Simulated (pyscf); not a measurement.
H₃Si–Cl + H₃Si–Si•(SiH₃)–SiH₃ → H₃Si–Si(SiH₃)(SiH₃)–Cl + SiH₃•, an atom transfer (doublet surface; Cl–Si broken, Cl–Si formed). PySCF, gas phase, ωB97X-D3(BJ)/def2-SVP geometries. Energies in eV from the separated reactants.

Small-basis levels: PySCF, no dispersion term, spherical d functions. Open shells are spin-unrestricted. 

Problem. In single points B3LYP/LANL2DZ puts the saddle at 0.41 eV and the reaction energy at +0.25 eV. Should these be trusted to within a few kcal/mol? Compare with ωB97M-D3(BJ)/def2-TZVP.

Solution. ωB97M-D3(BJ)/def2-TZVP gives ΔE‡ = 0.95 eV and ΔE = +0.44 eV. B3LYP/LANL2DZ lies 0.54 eV under it in the barrier and 0.19 eV under it in the reaction energy, so on this step it does not hold to within 0.13 eV. ωB97M-D3(BJ)/def2-TZVP has limits of its own. One saddle was located; it need not be the lowest between these sides. The angle at the transferred Cl is 180°.
